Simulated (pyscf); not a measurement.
Structures and frequencies: ωB97X-D3(BJ)/def2-SVP in PySCF. Correlated levels are frozen-core, on RHF or UHF. ΔMP2 is the change of the MP2 total energy from the triple- to the quadruple-zeta basis.

**Question.** How much does it cost (ΔH, 298 K, CCSD(T)/def2-TZVPP + ΔMP2(QZVPP)) to split H₃Si–SiH=AsH (SMILES [SiH3][SiH]=[AsH]) at its Si–Si bond into SiH₃• + [HSi=AsH]•?

**Answer.** Si–Si to SiH₃• + [HSi=AsH]•: 73.5 kcal/mol. The radicals are drawn with the spin at the cut bond; how far it spreads was not checked. H₃Si–SiH=AsH lies 9.2 kcal/mol over its isomer cyclic H₅AsSi₂ (SMILES [SiH2]1[SiH2][AsH]1), and others may lie lower still (electronic energy, ωB97M-D3(BJ)). [HSi=AsH]• lies 13.8 kcal/mol over its isomer H₂Si=As•, and others may lie lower still (electronic energy, ωB97M-D3(BJ)). The CCSD(T) − MP2 part came from Ansatz, without density fitting, on the same reference. An open-shell T1 diagnostic exceeds 0.045. A UHF reference is spin-contaminated (<S²> up to 1.20), which harms MP2 most. The frozen core leaves the outer d or s,p core shells of the metals and heavy elements correlated in the MP2 and CC values, and def2-TZVPP describes them poorly, which can shift differences by a few kcal/mol. Elements up to Kr have no core potential and no relativistic terms here.
